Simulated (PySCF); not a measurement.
Stick spectrum of a doublet radical in fast tumbling, microwave frequency 9.713 GHz, simulated to first order from computed parameters.

Lines, field (mT) (relative intensity): 342.98 (1), 343.97 (1), 344.97 (1), 345.24 (2), 346.23 (2), 347.22 (2), 347.50 (1), 348.49 (1), 349.48 (1)

(1) Find the g value from the centre of the pattern.

(2) Which couplings and how many nuclei make this pattern?

(3) The radical has the formula NH2. Propose a structure, and say which nuclei carry the couplings.

Results:

(1) The pattern is symmetric about 346.23 mT, so g = hν/(μB·B0) = 9713/(13.99624 × 346.23) = 2.0044, a shift of +2.0 × 10⁻³ from the free-electron value.

(2) The first two lines at either end are about 0.99 mT apart, which is the smallest coupling, and their intensity ratio 1:1 counts the nuclei that share it. In full: a 1:2:1 triplet of 2.26 mT (63 MHz), from 2 nuclei of spin 1/2; a 1:1:1 triplet of 0.99 mT (28 MHz), from 1 nucleus of spin 1. Check: Σ 2nI·a is the distance from the first to the last line, 6.50 mT.

(3) `[NH2]` [radical], numbered [NH2:1] (hydrogens: H2, H3 on N1). 2.26 mT: 1H at H2/H3 (1 bond from N1; computed sign −); 0.99 mT: 14N at N1 (largest spin population; computed sign +). The largest Mulliken spin population is on N1 (+1.08).

The calculation used UKS B3LYP, IGLO-III on N, pcH-1 on H, non-relativistic, mean-field spin-orbit, GIAO in PySCF. Geometry: PBE0-D3(BJ)/def2-SVP; no solvent, vibrations or thermal averaging.

For comparison, experiment gives in magnitude: 14N N1 28.0 MHz (computed 27.8); 1H H2/H3 67.0 MHz (computed 63.4) (Tran, Improving perturbation theory for open-shell molecules via self-consistency, arXiv:2107.11260 (experimental column from Kossmann, Neese)).

Rare isotopes and splittings under 0.04 mT were left out of the simulation.

Hardware: one thread, x86-64 server, no GPU, shared host. Cost: 1.9 s.
